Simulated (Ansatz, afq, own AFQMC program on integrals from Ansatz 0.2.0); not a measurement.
# Atomization energy of CH₃N, singlet, worked out

```xyz
5

N     0.0000    0.0582    0.5542
C     0.0000   -0.1584   -0.7297
H     0.0000    0.9667    1.0152
H     0.0000   -0.7270    1.1922
H     0.0000    0.8384   -1.2134
```

Connectivity, by distances: NH2–CH.

Basis cc-pVTZ. Noble-gas cores (and the filled d shells of Ga–Kr and In–Xe) are frozen. Ansatz 0.2.0 and our own AFQMC program on the same integrals; the CISD trial comes from CCSD amplitudes, and released means the phaseless constraint is let go. Error bars are statistical, one sigma.

Total energies in eV. CBS is CCSD(T) at the limit of def2-TZVPP/QZVPP (extrapolated itself); the highest rung of each member is named.

```csv
member,count,CCSD(T)/cc-pVTZ,highest rung in cc-pVTZ,which,CCSD(T)/CBS
N (quartet),+1,-1483.4207,-1483.4306,FCI,-1483.8573
C (triplet),+1,-1028.0669,-1028.0806,FCI,-1028.3149
H (doublet),+3,-13.6005,-13.6005,FCI,-13.6059
"CH₃N, singlet",-1,-2569.1741,-2569.2085,CCSDT(Q),-2570.4437
```

Q: Work out the best estimate of the atomization energy: the CCSD(T)/CBS difference plus the step from CCSD(T) to the highest rung.

A: Sums with the counts: CCSD(T)/CBS 17.4538 eV, highest rung 16.8958 eV, CCSD(T)/cc-pVTZ 16.8850 eV. The step is 16.8958 − 16.8850 = 0.0108 eV, so the best estimate is 17.4538 + (0.0108) = 17.4646 eV. The basis set is worth 0.569 eV of it. Zero-point, core-correlation and spin–orbit terms aren't in it.

Best estimates are given only where the step beyond CCSD(T) is under 0.3 eV and no member's determinant is very poor (T1 over 0.05, or 0.07 for open shells, ⟨S²⟩ too high by 0.3, two states mixed), so the hardest cases are missing from such tables.

CCSDT and higher add their correlation energy to the determinant of the CCSD(T) run, since their own runs factorise the integrals more tightly (a shift of under 2 meV). Each member of a difference takes its own highest rung, so a best estimate needn't equal the limit plus the step of one row.
